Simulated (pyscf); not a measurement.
Single points on ωB97X-D3(BJ)/def2-SVP structures (PySCF, gas phase). MP2 and CC: frozen core, UHF for open shells. ΔMP2 is the change of the MP2 total energy from the triple- to the quadruple-zeta basis.

Q: What is the homolytic dissociation enthalpy (298 K, CCSD(T)/def2-TZVPP + ΔMP2(QZVPP)) of the Al–N bond of H₂N–Al(OH)–F (SMILES [NH2][Al]([OH])[F]), to NH₂• + [HO–Al–F]•?

A: Al–N to NH₂• + [HO–Al–F]•: 108.2 kcal/mol. The radicals are drawn with the spin at the cut bond; how far it spreads was not checked. Other isomers of [HO–Al–F]• were not searched in full and may lie lower. The CCSD(T) − MP2 part came from Ansatz, without density fitting, on the same reference.
